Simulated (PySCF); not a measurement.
# F2H2Si: the cost of one run

Programs: PySCF 2.14.0, with density-fitted response routines of our own. Each step states its level of theory. These are calculated values for one molecule in the gas phase, unless marked as measured. Atoms count from 0, in the outputs and in this text.

## Step 1: Starting geometry

5 atoms, charge 0, multiplicity 1; geometry from: GFN2-xTB. The atoms were then displaced at random by about 0.01 Å, so the start is not that level's minimum.

Bonds of the start (Å): F0–Si1 1.59, Si1–F2 1.58, Si1–H3 1.44, Si1–H4 1.45.

## Step 2: Relaxing the molecule at PBE0-D3(BJ)/def2-SVP

The job: settings as JSON, then the geometry in Å.

```
{"job": {"xc": "PBE0", "basis": "def2-SVP", "d3": "d3bj", "grid": 1, "shake": 0.01, "kind": "geom"}, "charge": 0, "multiplicity": 1}
F     -1.183460    -0.957060    -0.098230
Si    -0.009120     0.106560     0.009080
F      1.267150    -0.814630    -0.144960
H      0.022360     0.655810     1.344510
H     -0.063360     0.975350    -1.148290
```

The run is started by

```console
> OMP_NUM_THREADS=1 python probes_run.py task.json out
```

This one command runs all jobs of the session in turn.

**Question.** How long does this first job take on 1 thread of Arm Neoverse V2, shared host, and how much memory does it need?

About 3.5 s, with a peak of 0.27 GiB.
